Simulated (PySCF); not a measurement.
Methylsulfanylsilane, CH₆SSi.
Numbering: `[CH3:1][S:2][SiH3:3]` (hydrogens: H4, H5, H6 on C1; H7, H8, H9 on Si3)

Jobs on this species (9 atoms, 42 electrons) with PySCF (density fitting). Hardware of each: Arm Neoverse V2, one thread, on a shared host. Other jobs ran on the host; a repeat could differ by tens of per cent or more.

```
                                                             level and settings                                                                           work  basis functions  SCF cycles  wall time
                                             PBE0-D3(BJ)/def2-SVP, grid level 1                                    geometry optimisation from a GFN2-xTB start               80           ?          ?
                                                              mPW1PW91/pcSseg-2                                                                     shieldings              206           ?          ?
                                                                  PBE0/pcSseg-1                                        shieldings, charges and field gradients               95          12      4.7 s
                                                                 PBE0/def2-SVPD  10 singlets by full TDDFT, 4 Tamm–Dancoff triplets, polarisability, ΔSCF ions              119          12      9.5 s
delta-SCF UKS SCAN, pcX-2 on the ionised atom, pcseg-1 elsewhere, spin-free X2C                                                  ΔSCF core ionisation, 5 holes              122          65       15 s
```

Task: Fill in the missing figures.

Result: 
- PBE0-D3(BJ)/def2-SVP, grid level 1; geometry optimisation from a GFN2-xTB start: 6.6 s, 23 SCF cycles
- mPW1PW91/pcSseg-2; shieldings: 10 s, 12 SCF cycles

Task: What do all jobs in the table cost together?

Result: About 46 s; the longest takes about 33 % of that, and about 3.2 times as long as the shortest.
